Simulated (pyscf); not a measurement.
Hydrogen abstraction: `[O]=[SiH2]` + `[H]` [doublet] → `[O]=[SiH]` [doublet] + `[H][H]`

Gas phase, doublet surface, charge 0. Bonds broken: Si2–H3. Bonds formed: H3–H5. Single points on ωB97X-D3(BJ)/def2-SVP structures (PySCF, gas phase).

Transition state (Å):

```xyz
5

O     -0.2106     0.7120     1.4665
Si    -1.1729     0.0574     0.4741
H     -0.8918    -1.2745    -0.2794
H     -2.5070     0.6160     0.1041
H     -0.6866    -2.3961    -0.9305
```

One imaginary mode, 935i cm⁻¹; descent along it reached the two sides named.

| bond | change | reactant side (Å) | saddle | product side |
|---|---|---|---|---|
| Si2–H3 | breaks | 1.488 | 1.556 | 3.3 |
| H3–H5 | forms | 3.4 | 1.313 | 0.761 |

Electronic energies relative to the separated reactants (kcal/mol):

| level | barrier | reaction energy | reverse barrier |
|---|---|---|---|
| ωB97X-D3(BJ)/def2-TZVP | 4.2 | -19.2 | 23.4 |
| PBE/def2-TZVP | -0.6 | -23.5 | 22.8 |
| r²SCAN/def2-TZVP | -1.6 | -24.0 | 22.4 |
| B3LYP-D3(BJ)/def2-TZVP | -0.4 | -24.1 | 23.7 |
| PBE0-D3(BJ)/def2-TZVP | 1.4 | -20.6 | 21.9 |
| M06-2X/def2-TZVP | 5.0 | -21.3 | 26.4 |
| ωB97M-D3(BJ)/def2-TZVP | 4.2 | -20.5 | 24.7 |
| HF/def2-TZVP | 11.2 | -11.7 | 22.9 |

With ωB97M-D3(BJ)/def2-TZVP energies and thermal terms (ideal gas, 1 atm, RRHO with modes under 100 cm⁻¹ raised to 100, one conformer, R ln 2 for chiral ones without a mode under 150 cm⁻¹), in kcal/mol:

```tsv
T (K)	ΔH‡	ΔG‡	ΔH	ΔG
298	2.9	8.7	-20.1	-21.7
600	2.6	14.7	-20.1	-23.4
900	2.5	20.8	-20.5	-25.0
1200	2.3	26.9	-21.1	-26.4
```

At PBE, r²SCAN, B3LYP-D3(BJ) this geometry lies under the reactants; that is no barrier but a single point on another level's saddle; such a level's own saddle, if it has one, lies nearer that side and is low. One saddle was located; it need not be the lowest between these sides. The angle at the transferred H is 178°.
